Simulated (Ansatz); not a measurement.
`FBS` and `OBS` differ in one atom or group.

Ansatz, PBE0-D4/def2-TZVP geometries, multiplicity 1. Each molecule was computed in one conformer, which needn't be the lowest.

```
                                          property   `FBS`
    size of the dipole moment (PBE/def2-TZVPP) / D    1.47
             HOMO energy (ωB97M-V/def2-TZVPP) / eV  -10.54
                HOMO energy (PBE0/def2-TZVPP) / eV   -8.36
               HOMO–LUMO gap (PBE/def2-TZVPP) / eV    5.48
size of the dipole moment (ωB97M-V/def2-TZVPP) / D    1.53
             HOMO–LUMO gap (B3LYP/def2-TZVPP) / eV    7.19
```

Task: What does the change do to each property? (Estimate.)

Result: The calculation gave: 
| property | `OBS` | shift |
| --- | --- | --- |
| size of the dipole moment (PBE/def2-TZVPP) / D | 0.75 | -0.72 |
| HOMO energy (ωB97M-V/def2-TZVPP) / eV | -10.09 | 0.45 |
| HOMO energy (PBE0/def2-TZVPP) / eV | -7.90 | 0.46 |
| HOMO–LUMO gap (PBE/def2-TZVPP) / eV | 5.64 | 0.16 |
| size of the dipole moment (ωB97M-V/def2-TZVPP) / D | 0.73 | -0.80 |
| HOMO–LUMO gap (B3LYP/def2-TZVPP) / eV | 7.37 | 0.18 |

With PBE0 the HOMO rises by 0.46 eV and the LUMO rises by 0.64 eV, so the gap widens by about 0.18 eV. PBE moves the HOMO by 0.47 eV and ωB97M-V by 0.45 eV. The zero-point energy changes by 32.5 kJ/mol with +3 modes. Dipoles are sizes alone; their direction can turn.

B3LYP here is the variant with VWN-RPA as its local correlation; programs differ in this.
